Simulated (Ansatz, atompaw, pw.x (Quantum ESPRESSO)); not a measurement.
# tungsten (W): one change to the PAW (atompaw) potential, in the atom and in the bcc crystal

W, PAW, made with atompaw 4.2.0.5 (PBEsol, scalar-relativistic). Core [Kr] 4d10 4f14, reference 5s2 5p6 5d5 6s1 6p0. Waves: 5s (bound): rc 1.25 bohr; 6s (bound): rc 2.15 bohr; 5p (bound): rc 1.70 bohr; 6p (bound, empty): rc 1.80 bohr; 5d (bound): rc 2.15 bohr; 5d channel at 2.4 Ry: rc 2.15 bohr. Local part: bessel scheme, radius 1.95 bohr. Core correction: smooth core density matched at 1.70 bohr. Augmentation charge: besselshape compensation charge, radius 2.00 bohr; PAW radius 2.15 bohr; waves and projectors: custom polynom2 7 10 vanderbiltortho.

Change: local potential bessel scheme, radius 1.82 bohr.

Cutoffs, loose and tight: the cutoffs (Ry, on a coarse ladder) from which the occupation-weighted sum of valence levels, in a spherical-Bessel basis at the reference potential, stays within 10 and 1 mRy of its value at 400 Ry. They see the waves, projectors and local potential, not the compensation charge or the core.

Crystal test: bcc W in pw.x 7.5, no spin, 15³ k-points, Fermi–Dirac smearing 0.01 Ry, cutoffs set for each file from its atomic test. The reference is all-electron LAPW (Ansatz 0.2.0) with the same functional, mesh and smearing; V0 and B0 come from Birch–Murnaghan fits to the pressures at five volumes. Errors are pseudo minus all-electron; Δ is the rms difference of the E(V) curves that follow from these fits, minima aligned, over ±6 % about the mean V0. Mesh and smearing are coarse, so the numbers serve the comparison and aren't converged zero-temperature values; the lattice is a test structure that the element need not adopt.

All-electron: a0 = 3.155 Å (V0 = 15.70 Å³/atom), B0 = 321.1 GPa.

Task: Does the change bring the crystal closer to the all-electron result?

Result: The mean pressure error goes from -0.58 to -1.43 GPa, so the change moves the solid further from the all-electron pressures.

```tsv
quantity	base	changed
outcome (atom)	generated	generated
cutoff, loose (atom)	25 Ry	25 Ry
cutoff, tight (atom)	60 Ry	60 Ry
bound ghosts (atom)	none	none
cutoffs in pw.x (Ry)	75/750	75/750
a0 (Å)	3.153	3.150
a0 error (%)	-0.06	-0.15
B0 error (%)	+0.8	+0.7
Δ (meV/atom)	2.0	4.9
mean pressure error (GPa)	-0.58	-1.43
```

 The atomic cutoffs weigh occupied waves only.
